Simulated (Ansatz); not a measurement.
We consider zinc-blende HgS (metastable phase), described by PBE (Ansatz, an electronic-structure program, PAW).

Run with plane-wave cutoff 520 eV, 20×20×20 k mesh, Fermi–Dirac smearing 0.05 eV, perturbation theory, scalar-relativistic PAW data made under PBE.

Computed at the level's own relaxed cell.

Harmonic phonon frequencies (cm⁻¹; i marks an imaginary mode; at Γ without the LO shift):

```csv
q point,frequencies
Γ,0 0 0 150 150 150
X,(withheld)
L,(withheld)
```

Q: Fill in the missing entries.

A: 
- X, frequencies: 23 23 94 237 237 252
- L, frequencies: 24 24 87 198 198 266

Measured, for comparison: zone-centre TO phonon frequency 177 cm⁻¹ (temperature not stated, no zero-point or thermal correction; as tabulated in Szuszkiewicz, Witkowska, Jouanne, Raman spectroscopy of cubic HgS:Fe, Acta …). Computed (rounded) less measured: zone-centre TO phonon frequency -15 %.

No imaginary mode appears at these points.

Note: the solid has no gap at this level, which affects its response.
